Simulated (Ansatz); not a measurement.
Computed with Ansatz on PBE0-D4/def2-TZVP structures; ΔE is electronic, products minus reactants. CBS: def2 TZ/QZ extrapolation, frozen cores. DFT in def2-TZVPP. B3LYP here is the variant with VWN-RPA as its local correlation; programs differ in this. Each species was taken in one conformer, which may not be the lowest.

Reaction (hydrogenolysis of a C–O bond): `OCO` + H₂ → CH₃OH + H₂O

```json
{"level": "PBE0-D4", "ΔE (kcal/mol)": "-14.2", "difference from CCSD(T)/CBS": "1.2"}
{"level": "B3LYP-D4", "ΔE (kcal/mol)": "-14.0", "difference from CCSD(T)/CBS": "1.4"}
{"level": "ωB97X-V", "ΔE (kcal/mol)": "-13.4", "difference from CCSD(T)/CBS": "2.0"}
{"level": "r2SCAN", "ΔE (kcal/mol)": "-13.1", "difference from CCSD(T)/CBS": "2.3"}
{"level": "PBE0", "ΔE (kcal/mol)": "-14.6", "difference from CCSD(T)/CBS": "0.8"}
{"level": "HF/def2-TZVPP", "ΔE (kcal/mol)": "-16.4", "difference from CCSD(T)/CBS": "-1.0"}
{"level": "CCSD/def2-TZVPP", "ΔE (kcal/mol)": "-15.4", "difference from CCSD(T)/CBS": "0.0"}
{"level": "HF/def2-QZVPP", "ΔE (kcal/mol)": "-16.7", "difference from CCSD(T)/CBS": "-1.3"}
{"level": "MP2/def2-QZVPP", "ΔE (kcal/mol)": "-15.6", "difference from CCSD(T)/CBS": "-0.2"}
{"level": "CCSD(T)/def2-QZVPP", "ΔE (kcal/mol)": "-15.2", "difference from CCSD(T)/CBS": "0.2"}
{"level": "CCSD(T)/CBS", "ΔE (kcal/mol)": "-15.4", "difference from CCSD(T)/CBS": "0"}
```

Largest T1 diagnostic among the species: 0.011.

The D4 term adds +0.8 kcal/mol with B3LYP and +0.4 kcal/mol with PBE0; it sums over pairs of atoms, weighted by their polarisabilities, and B3LYP, whose exchange is more repulsive, gets the larger term. From PBE to PBE0 (25 % exact exchange), in def2-TZVPP and without D4, ΔE moves by −1.2 kcal/mol. In def2-TZVPP, CCSD(T) changes the Hartree–Fock value by +1.8 kcal/mol (the triples alone add +0.9 kcal/mol) and MP2 by +1.5 kcal/mol.
